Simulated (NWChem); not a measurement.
# singlet [C3H3]−: levels of theory compared

Aim: a comparison of 4 runs (HF/STO-3G, HF/3-21G, B3LYP/6-31G*) of singlet [C3H3]−. 

The calculation is run with NWChem 7.3.0.

44 further runs of the same task are left out: 44 set aside as unsound or not needed.

## (1) Starting point

[C3H3]−: 6 atoms, total charge -1, spin state singlet. SMILES of the parent species: `[CH]1C=C1`. The shape is that of a PBE0-D4/def2-TZVP optimisation. That shape belongs to the parent species and isn't relaxed for this state.

Bond lengths: C1–C2 1.451 Å, C1–C3 1.451 Å, C2–C3 1.307 Å, C1–H4 1.090 Å, C2–H5 1.077 Å, C3–H6 1.077 Å. Angles: C1–C2–C3 63.2°, C2–C1–C3 53.5°, C1–C3–C2 63.2°, C1–C2–H5 148.3°, C3–C2–H5 148.5°, C2–C1–H4 129.6°, C3–C1–H4 129.6°, C1–C3–H6 148.3°, C2–C3–H6 148.5°.

## (2) A single-point energy at HF/STO-3G (run 1)

geom.nw reads:

```
START geom
TITLE "C3H3 energy"
memory total 2200 mb
charge -1
GEOMETRY units angstrom noautosym nocenter noautoz
C       -0.672510      -0.511460      -0.389220
C        0.569550       0.236690      -0.449260
C        0.154530      -0.120620       0.737460
H       -1.684210      -0.200530      -0.649440
H        1.315420       0.727680      -1.051860
H        0.317210      -0.131770       1.802310
END
BASIS spherical bse
* library STO-3G
END
SCF
thresh 1e-08
maxiter 80
print medium
END
TASK scf energy
```

Command:

```bash
$ nwchem geom.nw > geom.out
```

Output:

```text
[...]
  functions       =    18
[...]
  wavefunction    = RHF
[...]
         Total SCF energy =   -113.470742944373
      One-electron energy =   -276.044694584651
      Two-electron energy =    104.303405629110
 Nuclear repulsion energy =     58.270546011168
        Time for solution =      0.2s
[...]
```

It took 0.72 s on 1 thread of AMD EPYC 9R45 (Zen 5), shared host; peak memory 0.1 GiB.

## (3) The energy at HF/3-21G (run 2)

job.nw reads:

```
start job
memory stack 880 mb heap 220 mb global 1100 mb
charge -1
geometry noautosym nocenter noautoz
   C    -0.672510   -0.511460   -0.389220
   C     0.569550    0.236690   -0.449260
   C     0.154530   -0.120620    0.737460
   H    -1.684210   -0.200530   -0.649440
   H     1.315420    0.727680   -1.051860
   H     0.317210   -0.131770    1.802310
end
basis "ao basis" spherical bse
   C library 3-21G
   H library 3-21G
end
scf
   thresh 1e-08
   maxiter 80
end
task scf
```

Command:

```bash
$ nwchem job.nw > job.out
```

Output:

```text
[...]
  functions       =    33
[...]
  wavefunction    = RHF
[...]
         Total SCF energy =   -114.386331859940
      One-electron energy =   -274.317674925756
      Two-electron energy =    101.660797054647
 Nuclear repulsion energy =     58.270546011168
        Time for solution =      0.3s
[...]
```

It took 0.8 s on 1 thread of AMD EPYC 9R45 (Zen 5), shared host; peak memory 0.099 GiB.

Run 3 isn't shown in full; the table further down has it.

## (4) The energy at B3LYP/6-31G(d) (spherical functions) (run 4)

run.nw reads:

```
start run
title "C3H3"
memory 2200 mb
charge -1

geometry units angstroms noautosym nocenter noautoz
   C     -0.672510    -0.511460    -0.389220
   C      0.569550     0.236690    -0.449260
   C      0.154530    -0.120620     0.737460
   H     -1.684210    -0.200530    -0.649440
   H      1.315420     0.727680    -1.051860
   H      0.317210    -0.131770     1.802310
end

basis spherical bse
   * library 6-31G*
end

dft
   xc b3lyp
   mult 1
   grid xfine
   convergence energy 1e-08
   iterations 100
   mulliken
end

task dft
```

Command:

```bash
$ nwchem run.nw > run.out
```

Output:

```text
[...]
          Wavefunction type:  closed shell.
          No. of atoms     :     6
          No. of electrons :    22
[...]
          Charge           :    -1
          Spin multiplicity:     1
[...]
          AO basis - number of functions:    48
[...]
              XC Information
              --------------
                         B3LYP Method XC Potential
                     Hartree-Fock (Exact) Exchange  0.200
                        Slater Exchange Functional  0.800 local
                    Becke 1988 Exchange Functional  0.720 non-local
              Lee-Yang-Parr Correlation Functional  0.810
                  VWN I RPA Correlation Functional  0.190 local
[...]
 d= 0,ls=0.0,diis     1   -115.7135914982 -1.74D+02  7.56D-02  9.02D-01     0.7
[...]
 d= 0,ls=0.0,diis    11   -115.8549497781 -1.15D-09  2.13D-06  6.22D-10     6.2
         Total DFT energy =     -115.854949778098
      One electron energy =     -275.702868009355
           Coulomb energy =      119.221926442647
    Exchange-Corr. energy =      -17.644554222559
 Nuclear repulsion energy =       58.270546011168
[...]
      Total Density - Mulliken Population Analysis
     ---------------------------------------------
    Atom       Charge   Shell Charges
 -----------   ------   -------------------------------------------------------
    1 C    6     6.54   2.00  0.64  2.00  0.67  1.18  0.04
    2 C    6     6.18   2.00  0.68  2.06  0.52  0.88  0.05
    3 C    6     6.18   2.00  0.68  2.06  0.52  0.88  0.05
    4 H    1     1.08   0.53  0.55
    5 H    1     1.01   0.53  0.47
    6 H    1     1.01   0.53  0.47
[...]
```

It took 6.9 s on 1 thread of AMD EPYC 9R45 (Zen 5), shared host; peak memory 0.13 GiB.

## (5) The series

```tsv
run	level	Cartesian functions	iteration cap	energy (Eh)	HOMO energy (eV)	LUMO energy (eV)	HOMO–LUMO gap (eV)	wall time
1	HF/STO-3G	no	80	-113.470743	6.53	17.08	10.55	0.72 s
2	HF/3-21G	no	80	-114.386332	2.47	11.43	8.95	0.8 s
3	B3LYP/6-31G* (Cartesian functions)	yes	100	-115.857485	–	–	–	8.1 s
4	B3LYP/6-31G* (spherical functions)	no	100	-115.854950	5.40	6.93	1.53	6.9 s
```

## (6) Summary of results

```
                                                    quantity          value
                                         run 4: total energy  -115.85495 Eh
                                          run 4: HOMO energy        5.40 eV
                                          run 4: LUMO energy        6.93 eV
run 4: HOMO–LUMO gap (to an unbound level, set by the basis)        1.53 eV
```

Over runs 1, 2, 4 the HOMO–LUMO gap runs from 1.53 eV (B3LYP/6-31G*) to 10.55 eV (HF/STO-3G). The two ends differ in method and basis. The empty levels of an anion lie above zero and hang on the basis. In runs 1, 2, 4 the HOMO lies above zero, so the outermost electron may be held by the basis alone. In run 1 the basis is minimal, so the values are rough. All runs together took 17 s, the longest 8.1 s.
